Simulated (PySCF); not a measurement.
**SiH2F− (SMILES F[SiH2-]) at NEVPT2(2,2)/STO-3G**

What is the energy change on altering one bond length of SiH2F− at NEVPT2(2,2)/STO-3G? 

Program for the calculation: PySCF 2.14.0.

9 further runs of the same task are left out: 9 set aside as unsound or not needed.

## Step 1: The molecule

The species is SiH2F− (4 atoms), meant as a singlet with charge -1. SMILES: `F[SiH2-]`. Geometry: relaxed at GFN2-xTB.

Bond lengths: F1–Si2 1.722 Å, Si2–H3 1.529 Å, Si2–H4 1.529 Å. Angles: F1–Si2–H3 96.1°, F1–Si2–H4 96.1°, H3–Si2–H4 99.3°.

## Step 2: A single-point energy at NEVPT2(2,2)/STO-3G

run.py

```python
# F[SiH2-]
import numpy
from pyscf import gto, scf, mp, mcscf, mrpt

mol = gto.M(
    atom='''
F      2.313459     1.305517    -0.725409
Si    -0.215448    -0.739998    -0.831612
H     -2.240006     1.244063    -0.270760
H      0.141994    -1.809583     1.827762
''',
    unit='bohr',
    charge=-1,
    verbose=3,
    max_memory=1860,
    basis='sto-3g',
    spin=0,
)

mf = mol.RHF()
mf.conv_tol = 1e-10
mf.kernel()
if not mf.converged:
    mf = mf.newton().run(mf.mo_coeff, mf.mo_occ)

pt = mp.MP2(scf.addons.convert_to_uhf(mf)).run()
noons, natorbs = mcscf.addons.make_natural_orbitals(pt)
print('natural occupations', numpy.round(noons[:40], 4))
cas = mcscf.CASSCF(mf, 2, 2)
cas.fix_spin_(ss=0.0)
cas.natorb = True
cas.kernel(natorbs)
e_pt2 = mrpt.NEVPT(cas).kernel()
energy = cas.e_tot + e_pt2
print(f'total energy: {energy:.8f} hartree')
```

Launch:

```bash
$ OMP_NUM_THREADS=1 python run.py
```

The log of the run:

```text
converged SCF energy = -384.588154826977
E(UMP2) = -384.635012111245  E_corr = -0.0468572842680621
E(SCS-UMP2) = -384.641858680808  E_corr = -0.0537038538309484
natural occupations [2.     2.     2.     1.9999 1.9998 1.9998 1.9997 1.9988 1.9982 1.9945
 1.9886 1.9884 1.9849 0.0185 0.0153 0.0138]
CASSCF energy = -384.606162108827
CASCI E = -384.606162108827  E(CI) = -0.927605752687839  S^2 = 0.0000000
Sr    (-1)',   E = 0.00000000000000
Si    (+1)',   E = -0.00000000000298
Sijrs (0)  ,   E = -0.02444366043423
Sijr  (+1) ,   E = -0.00228069241945
Srsi  (-1) ,   E = -0.00022072638427
Srs   (-2) ,   E = -0.00002687424176
Sij   (+2) ,   E = -0.00160339067249
Sir   (0)' ,   E = -0.00477891163321
Nevpt2 Energy = -0.033354255788383
total energy: -384.63951636 hartree
```

Wall time 0.64 s (1 thread of Arm Neoverse V2, shared host); peak memory 0.12 GiB.

## Step 3: The distorted shape at the same level

run.py

```python
import numpy
from pyscf import gto, scf, mp, mcscf, mrpt

molecule = gto.M(
    atom='F 2.081299 -0.149075 -0.621299; Si 0.743059 -1.231515 -0.677499; H -1.185360 0.658330 -0.143280; H 0.932209 -1.797515 0.729781',
    basis='sto-3g',
    verbose=4,
    charge=-1,
    spin=0,
    max_memory=1860,
)

calc0 = scf.RHF(molecule)
calc0.conv_tol = 1e-10
calc0.kernel()
if not calc0.converged:
    calc0 = calc0.newton().run(calc0.mo_coeff, calc0.mo_occ)

pt = mp.MP2(scf.addons.convert_to_uhf(calc0)).run()
noons, natorbs = mcscf.addons.make_natural_orbitals(pt)
print('natural occupations', numpy.round(noons[:40], 4))
cas = mcscf.CASSCF(calc0, 2, 2)
cas.fix_spin_(ss=0.0)
cas.natorb = True
cas.kernel(natorbs)
e_pt2 = mrpt.NEVPT(cas).kernel()
energy = cas.e_tot + e_pt2
print('E(%s) = %.9f' % ('NEVPT2', energy))
```

Launch:

```bash
$ OMP_NUM_THREADS=1 python run.py
```

The log of the run:

```text
PySCF version 2.14.0

[INPUT] num. atoms = 4
[INPUT] num. electrons = 26
[INPUT] charge = -1
[INPUT] spin (= nelec alpha-beta = 2S) = 0
[INPUT] symmetry False subgroup None
[INPUT] Mole.unit = angstrom
[INPUT] Symbol           X                Y                Z      unit          X                Y                Z       unit  Magmom
[INPUT]  1 F      2.081299000000  -0.149075000000  -0.621299000000 AA    3.933085093331  -0.281710922020  -1.174084951466 Bohr   0.0
[INPUT]  2 Si     0.743059000000  -1.231515000000  -0.677499000000 AA    1.404178004393  -2.327226068294  -1.280287559667 Bohr   0.0
[INPUT]  3 H     -1.185360000000   0.658330000000  -0.143280000000 AA   -2.240005759014   1.244063399585  -0.270759959128 Bohr   0.0
[INPUT]  4 H      0.932209000000  -1.797515000000   0.729781000000 AA    1.761619700855  -3.396811054798   1.379086220911 Bohr   0.0

nuclear repulsion = 49.7814372918314
number of shells = 10
number of NR pGTOs = 48
number of NR cGTOs = 16
basis = sto-3g
ecp = {}

******** <class 'pyscf.scf.hf.RHF'> ********
method = RHF
initial guess = minao
damping factor = 0
level_shift factor = 0
DIIS = <class 'pyscf.scf.diis.CDIIS'>
diis_start_cycle = 1
diis_space = 8
diis_damp = 0
SCF conv_tol = 1e-10
SCF conv_tol_grad = None
SCF max_cycles = 50
direct_scf = True
direct_scf_tol = 1e-13
Set gradient conv threshold to 1e-05
Initial guess from minao.
init E= -383.884790532164
  HOMO = -0.141918582688509  LUMO = 0.0812533591137592  gap/eV = 6.07282
cycle= 1 E= -384.338528500052  delta_E= -0.454  |g|= 0.324  |ddm|= 2.17
  HOMO = 0.189741869885671  LUMO = 0.452224248335482  gap/eV = 7.14251
cycle= 2 E= -384.410225553284  delta_E= -0.0717  |g|= 0.104  |ddm|= 0.98
  HOMO = 0.150641155154502  LUMO = 0.48645363228377  gap/eV = 9.13792
cycle= 3 E= -384.415896568171  delta_E= -0.00567  |g|= 0.0241  |ddm|= 0.195
  HOMO = 0.144013257357486  LUMO = 0.486171056704468  gap/eV = 9.31059
cycle= 4 E= -384.416612200458  delta_E= -0.000716  |g|= 0.00713  |ddm|= 0.0958
  HOMO = 0.143258801718659  LUMO = 0.486146205024758  gap/eV = 9.33044
cycle= 5 E= -384.416690390929  delta_E= -7.82e-05  |g|= 0.00165  |ddm|= 0.0343
  HOMO = 0.143902736223688  LUMO = 0.486204545202209  gap/eV = 9.31451
cycle= 6 E= -384.416694345986  delta_E= -3.96e-06  |g|= 0.000414  |ddm|= 0.00752
  HOMO = 0.143554255766098  LUMO = 0.486259150953268  gap/eV = 9.32548
cycle= 7 E= -384.416694585782  delta_E= -2.4e-07  |g|= 0.000122  |ddm|= 0.0018
  HOMO = 0.143577471837036  LUMO = 0.486216690794422  gap/eV = 9.32369
cycle= 8 E= -384.416694607705  delta_E= -2.19e-08  |g|= 2.92e-05  |ddm|= 0.000593
  HOMO = 0.143570230281213  LUMO = 0.486227514451139  gap/eV = 9.32418
cycle= 9 E= -384.416694608845  delta_E= -1.14e-09  |g|= 4.46e-06  |ddm|= 0.000133
  HOMO = 0.143571418201472  LUMO = 0.486225696957013  gap/eV = 9.32410
cycle= 10 E= -384.416694608864  delta_E= -1.96e-11  |g|= 7.61e-07  |ddm|= 1.63e-05
  HOMO = 0.1435712459728  LUMO = 0.486225593228004  gap/eV = 9.32410
Extra cycle  E= -384.416694608865  delta_E= -6.82e-13  |g|= 3.11e-07  |ddm|= 1.74e-06
converged SCF energy = -384.416694608865

******** <class 'pyscf.mp.ump2.UMP2'> ********
nocc = (np.int64(13), np.int64(13)), nmo = (16, 16)
E(UMP2) = -384.487730914924  E_corr = -0.0710363060590573
E(SCS-UMP2) = -384.496832427271  E_corr = -0.0801378184066442
E_corr(same-spin) = -0.0058912486894899
E_corr(oppo-spin) = -0.0651450573695674
natural occupations [2.     2.     2.     1.9999 1.9998 1.9998 1.9996 1.9983 1.9937 1.9912
 1.986  1.9795 1.9312 0.0814 0.0232 0.0164]

******** <class 'pyscf.mcscf.mc1step.CASSCF'> ********
CAS (1e+1e, 2o), ncore = 12, nvir = 2
max_cycle_macro = 50
max_cycle_micro = 4
conv_tol = 1e-07
conv_tol_grad = None
orbital rotation max_stepsize = 0.02
orbital rotation threshold for CI restart = 0.01
augmented hessian ah_max_cycle = 30
augmented hessian ah_conv_tol = 1e-12
augmented hessian ah_linear dependence = 1e-14
augmented hessian ah_level shift = 1e-08
augmented hessian ah_start_tol = 2.5
augmented hessian ah_start_cycle = 3
augmented hessian ah_grad_trust_region = 3
kf_trust_region = 3
kf_interval = 4
ci_response_space = 4
ci_grad_trust_region = 3
with_dep4 0
natorb = True
canonicalization = True
sorting_mo_energy = False
ao2mo_level = 2
internal_rotation = False
******** <class 'pyscf.fci.addons.SpinPenaltyFCISolver'> ********
max. cycles = 50
conv_tol = 1e-08
davidson only = True
linear dependence = 1e-12
level shift = 0.001
max iter space = 12
nroots = 1
pspace_size = 400
spin = None
CASCI E = -384.459644656923  S^2 = 0.0000000
Set conv_tol_grad to 0.000316228
macro iter   1 ( 12 JK    4 micro), CASSCF E = -384.461879903636  dE = -2.23524671e-03  S^2 = 0.0000000
               |grad[o]|=0.0543  |grad[c]|=0.00359  |ddm|=0.0348  |maxRot[o]|=0.0582
macro iter   2 ( 10 JK    3 micro), CASSCF E = -384.461887132568  dE = -7.22893185e-06  S^2 = 0.0000000
               |grad[o]|=0.00082  |grad[c]|=3.09e-05  |ddm|=0.00158  |maxRot[o]|=0.0062
macro iter   3 (  3 JK    1 micro), CASSCF E = -384.461887140538  dE = -7.96933364e-09  S^2 = 0.0000000
               |grad[o]|=3.04e-05  |grad[c]|=2.67e-05  |ddm|=5.82e-05  |maxRot[o]|=0.000197
1-step CASSCF converged in   3 macro ( 25 JK   8 micro) steps
CASSCF canonicalization
Natural occ [1.74611828 0.25388172]
Natural orbital (expansion on meta-Lowdin AOs) in CAS space
               #1        #2
0 F 1s           0.00006   0.00012
0 F 2s          -0.00344  -0.00624
0 F 2px         -0.04790   0.11744
0 F 2py          0.06889  -0.10987
0 F 2pz          0.04569  -0.05012
1 Si 1s          0.00017   0.00016
1 Si 2s         -0.00021  -0.00057
1 Si 3s          0.09793   0.08466
1 Si 2px        -0.00713   0.01068
1 Si 2py         0.01006  -0.01179
1 Si 2pz         0.00594  -0.00530
1 Si 3px         0.28461  -0.51030
1 Si 3py        -0.42645   0.56378
1 Si 3pz        -0.26546   0.24695
2 H 1s          -0.80478  -0.56965
3 H 1s          -0.00861  -0.01999
<CAS-nat-orb|mo-hf>  13     13      -0.98472327
<CAS-nat-orb|mo-hf>  14     14       0.98586443
CASSCF energy = -384.461887140538
CASCI E = -384.461887140538  E(CI) = -0.322150782758797  S^2 = 0.0000000

******** <class 'pyscf.mrpt.nevpt2.NEVPT'> ********
NEVPT2 (1e+1e, 2o), ncore = 12, nvir = 2
root = 0
Natural occ [1.74611828 0.25388172]
Natural orbital (expansion on meta-Lowdin AOs) in CAS space
               #1        #2
0 F 1s           0.00006   0.00012
0 F 2s          -0.00344  -0.00624
0 F 2px         -0.04790   0.11744
0 F 2py          0.06889  -0.10987
0 F 2pz          0.04569  -0.05012
1 Si 1s          0.00017   0.00016
1 Si 2s         -0.00021  -0.00057
1 Si 3s          0.09793   0.08466
1 Si 2px        -0.00713   0.01068
1 Si 2py         0.01006  -0.01179
1 Si 2pz         0.00594  -0.00530
1 Si 3px         0.28461  -0.51030
1 Si 3py        -0.42645   0.56378
1 Si 3pz        -0.26546   0.24695
2 H 1s          -0.80478  -0.56965
3 H 1s          -0.00861  -0.01999
<CAS-nat-orb|mo-hf>  13     13      -0.98472327
<CAS-nat-orb|mo-hf>  14     14       0.98586443
Sr    (-1)',   E = -0.00000000000063
Si    (+1)',   E = -0.00000000001949
Sijrs (0)  ,   E = -0.03019840065368
Sijr  (+1) ,   E = -0.00654627399555
Srsi  (-1) ,   E = -0.00018228273738
Srs   (-2) ,   E = -0.00000491213263
Sij   (+2) ,   E = -0.00132430930990
Sir   (0)' ,   E = -0.00250336613902
Nevpt2 Energy = -0.040759544988295
E(NEVPT2) = -384.502646686
```

It took 0.72 s on 1 thread of Arm Neoverse V2, shared host; peak memory 0.12 GiB.

## Step 4: Outcome

Level: NEVPT2(2,2)/STO-3G.

| quantity | value |
| --- | --- |
| first shape: total energy | -384.63952 Eh |
| first shape: HOMO energy (Hartree–Fock orbitals) | 3.37 eV |
| first shape: LUMO energy (Hartree–Fock orbitals) | 21.60 eV |
| first shape: HOMO–LUMO gap (to an unbound level, set by the basis) | 18.23 eV |
| distorted shape: total energy | -384.50265 Eh |
| distorted shape: HOMO energy (Hartree–Fock orbitals) | 3.91 eV |
| distorted shape: LUMO energy (Hartree–Fock orbitals) | 13.23 eV |
| distorted shape: HOMO–LUMO gap (to an unbound level, set by the basis) | 9.32 eV |
| energy change with the Si2–H3 bond stretched from 1.529 to 2.752 Å | 3.724 eV |

With the Si2–H3 bond stretched from 1.529 to 2.752 Å the energy rises by 3.72 eV (359 kJ/mol). The first shape isn't relaxed at this level, so the change isn't measured from a minimum. The minimal basis adds a large error of its own. The HOMO (first shape) lies at positive energy, 3.37 eV: the electron is unbound at this level or held by a compact basis; values depend on the basis. Mulliken charges (distorted shape) of the mean-field density run from -0.63 on H3 to +0.34 on Si2. The HOMO (distorted shape) lies at positive energy, 3.91 eV: the electron is unbound at this level or held by a compact basis; values depend on the basis.
